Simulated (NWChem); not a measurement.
Species: C3H8 anion, doublet; SMILES of the neutral closed-shell parent CCC

```xyz
11

C     -1.2934     0.0000     0.2605
C      0.0000     0.0000    -0.5611
C      1.2934     0.0000     0.2605
H     -2.1832     0.0000    -0.4049
H     -1.3549    -0.8907     0.9092
H     -1.3549     0.8907     0.9092
H      0.0000     0.8819    -1.2270
H      0.0000    -0.8819    -1.2270
H      2.1832     0.0000    -0.4049
H      1.3549     0.8907     0.9092
H      1.3549    -0.8907     0.9092
```
Atoms are numbered in this order, from 1.

All runs: NWChem. Pople sets run with spherical d functions. Spin-unrestricted. In the optimisation the excess spin sits in a1 (C2v, its own frame). Sets without diffuse functions describe the anion's extra electron poorly. The geometry was optimised at B3LYP/def2-SVPD, spin-unrestricted. No frequency run checked for a minimum. This spin state was assumed; another may lie lower. No stability test was run on the SCF state. The highest occupied level is positive, so the extra electron may be held by the finite basis. Atomic charges in e: unrestrained fits to the electrostatic potential beside Mulliken populations; buried atoms are poorly determined by the fit.

### Question
What does the run give for UHF/6-31G*? Quantities: ESP C1; Mulliken C1; ESP C2; Mulliken C2; ESP C3; Mulliken C3; relative RMS misfit of the potential (%).

### Answer
```json
{
  "ESP C1": "0.34",
  "Mulliken C1": "-0.33",
  "ESP C2": "0.07",
  "Mulliken C2": "-0.10",
  "ESP C3": "0.35",
  "Mulliken C3": "-0.33",
  "relative RMS misfit of the potential (%)": "5"
}
```
